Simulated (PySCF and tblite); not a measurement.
The numbers below are computed, except where a source is named.
Cyclopropane, C3H6, numbered as in [CH2:1]1[CH2:2][CH2:3]1.

Classical Langevin dynamics with GFN2-xTB (tblite), gas phase: time step 1.5 fs, H mass 4 u, friction 0.005 fs⁻¹, 400 steps to settle and 8000 to sample, one trajectory a temperature from the lowest conformer.

GIAO shieldings at PBE0/pcSseg-1 (PySCF) on 20 frames a temperature; like atoms are averaged, and of two unlike H on one atom a is the less shielded at the minimum.

(1) How far do thermal motions move the shieldings from their values at the minimum?

(2) What do the single frames at 250 K give for C1/C2/C3?

(3) And the couplings at B3LYP/pcseg-1 with pcJ-1 on H?

Changes within two standard errors are not significant.

The study took 6.1 min on 1 thread of Arm Neoverse V1, on a host shared with other jobs (rough), peak memory 0.43 GiB, launched as `OMP_NUM_THREADS=1 python ens_run.py task.json out`.

Answers

(1) 
```json
{"signal": "C1/C2/C3", "σ at minimum (ppm)": "188.2", "Δσ, 250 K": "-0.8 ± 0.4", "Δσ, 450 K": "-1.7 ± 0.6", "Δσ, 700 K": "-3.3 ± 0.9"}
{"signal": "H1/H2/H3", "σ at minimum (ppm)": "31.46", "Δσ, 250 K": "-0.22 ± 0.06", "Δσ, 450 K": "-0.32 ± 0.10", "Δσ, 700 K": "-0.54 ± 0.14"}
```

Errors are standard errors over frames. Zero-point motion is missing, and a reference compound would move too.

(2) 
```csv
t (fs),"V above the minimum, tight binding (kcal/mol)","E above it, DFT (kcal/mol)",torsions (°),σ (ppm)
900,8.8,8.9,none,185.3
1500,5.7,5.3,none,186.9
2100,4.7,4.2,none,187.0
2700,8.9,8.4,none,185.3
3300,4.3,4.3,none,186.1
3900,6.1,6.6,none,186.7
4500,6.6,6.8,none,187.1
5100,8.1,8.9,none,189.0
5700,5.3,5.5,none,187.6
6300,3.5,3.6,none,188.5
6900,6.1,6.0,none,188.1
7500,5.6,5.8,none,187.5
8100,3.4,3.2,none,186.8
8700,4.3,4.2,none,187.5
9300,5.2,5.4,none,189.2
9900,4.2,3.7,none,185.3
10500,5.5,6.1,none,190.1
11100,7.0,7.5,none,192.1
11700,4.4,3.7,none,185.0
12300,3.8,3.4,none,186.1
```

(3) 
| pair | bonds | minimum (Hz) | 250 K | 450 K | 700 K |
| --- | --- | --- | --- | --- | --- |
| H1,H2 | 3 | 5.2 | 5.5 ± 0.1 | 5.4 ± 0.1 | 5.6 ± 0.2 |
| H1,H2 | 3 | 10.0 | 10.2 ± 0.2 | 10.0 ± 0.3 | 10.0 ± 0.3 |
